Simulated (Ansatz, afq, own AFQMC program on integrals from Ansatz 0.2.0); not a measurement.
Integrals from Ansatz 0.2.0, then the random walk in our own AFQMC program (afq).

```yaml
crystal:
  periodic: [false, false, false]
  atoms:
    - {symbol: Si, position_ang: [-0.918146, 0.000000, 0.000000]}
    - {symbol: H, position_ang: [-1.413018, 1.399708, 0.000000]}
    - {symbol: H, position_ang: [-1.413017, -0.699854, 1.212183]}
    - {symbol: H, position_ang: [-1.413018, -0.699854, -1.212182]}
    - {symbol: H, position_ang: [0.926854, 0.000000, 0.000000]}
    - {symbol: C, position_ang: [2.016854, 0.000000, -0.000001]}
    - {symbol: H, position_ang: [2.431322, 0.000000, 0.996160]}
    - {symbol: H, position_ang: [2.431322, 0.000000, -0.996162]}
basis:
  gaussian: {orbitals: cc-pVDZ}
magnetization: {spin_polarized: true, initial_magnetization: 2}
correlation: {method: ccsd_t, electrons: outside_noble_gas, hamiltonian_folder: ham}
```

```sh
$ ansatz run in.yaml --threads 1 --pin off --events-out ev --progress --plain --max-ram 16896MiB --backend cuda --devices 0, --max-vram 18GiB
```

afq runs on the folder ham with

```
--method phaseless --trial cisd --walkers 4000 --populations 20 --least-time 60 --time-step 0.005 --steps-per-block 50 --equilibration-blocks 28 --max-blocks 4000 --target-error 0.00022 --factor-cut 1e-05 --start spin_pure --seed 6450 --release-times 0.24,0.51,0.99,1.62,2.4 --release-step 0.03 --release-every 3 --taylor-order 6
```

Times are imaginary, in 1/Eh. The walk had a cap of 201 s. With eight or more populations the least sampling time is a fifth of least-time, and the error comes from their spread.

Log:

```
orbitals 56  electrons 8 6  factors 439 of 570
reference energy -330.14750153 Eh
CCSD correlation -0.27963166 Eh in 11 cycles, weight of the determinant in the CISD state 0.8738
energy of the start -330.426268 Eh
 block  time / (1/Eh)  mean weight  energy / Eh
     1     0.250  1.0001  -330.421503
     2     0.500  0.9999  -330.423568
     3     0.750  1.0000  -330.426272
     4     1.000  0.9999  -330.428659
     5     1.250  1.0003  -330.430439
     8     2.000  1.0001  -330.432842
    11     2.750  0.9999  -330.434040
    14     3.500  1.0005  -330.433936
    17     4.250  1.0003  -330.433961
    20     5.000  0.9998  -330.434024
    23     5.750  1.0003  -330.433831
    26     6.500  0.9998  -330.434136
    29     7.250  1.0001  -330.434425
    32     8.000  0.9998  -330.434490
    35     8.750  0.9997  -330.434238
    38     9.500  0.9998  -330.434913
    40    10.000  1.0002  -330.433421
    41    10.250  1.0003  -330.434092
    44    11.000  0.9998  -330.434148
    47    11.750  0.9999  -330.434859
    50    12.500  1.0002  -330.434321
    53    13.250  0.9998  -330.434478
    56    14.000  0.9994  -330.433813
    59    14.750  0.9998  -330.434149
    62    15.500  1.0001  -330.434766
    65    16.250  1.0003  -330.434125
    68    17.000  1.0000  -330.434207
    71    17.750  1.0000  -330.434985
    72    18.000  1.0004  -330.435335
    74    18.500  0.9999  -330.435256
    77    19.250  0.9999  -330.434188
    78    19.500  1.0001  -330.433664
error from the spread of 20 populations
released: time / (1/Eh)  energy / Eh  error  mean overlap
  0.24  -330.434233  0.000133  1.0011
  0.51  -330.434256  0.000118  0.9998
  0.99  -330.434400  0.000086  0.9932
  1.62  -330.434314  0.000100  0.9967
  2.40  -330.434269  0.000131  0.9957
energy -330.434357 +/- 0.000139 Eh
(rows thinned)
```

The run passed its tests (sampling time, drift between the halves within three errors, error under three times the target), which doesn't prove that it has relaxed.

Against this walk (error 3.8 meV) on the same determinant: CCSD(T) 38.5 meV higher, CCSDT(Q) 1.9 meV higher (within the noise). The error is statistical and leaves out the bias of the constraint. Released to 2.40 1/Eh the energy moves by 2 ± 5 meV (both errors), within twice the noise.

Cautions: constraint bias not in the error; lower spins were not checked.

The walk took 110 s on 1 × NVIDIA H100 80GB HBM3 with 2 threads of AMD EPYC 7R13 Processor (Zen 3), on a shared host (the card was shared). The log's last line is the phaseless energy.

CCSDT and higher add their correlation energy to the determinant of the CCSD(T) run, since their own runs factorise the integrals more tightly (a shift of under 2 meV). A walk keeps the symmetry of its determinant, which the program's search chose and which needn't be the lowest solution, so a lower state of the same spin and another symmetry isn't excluded.
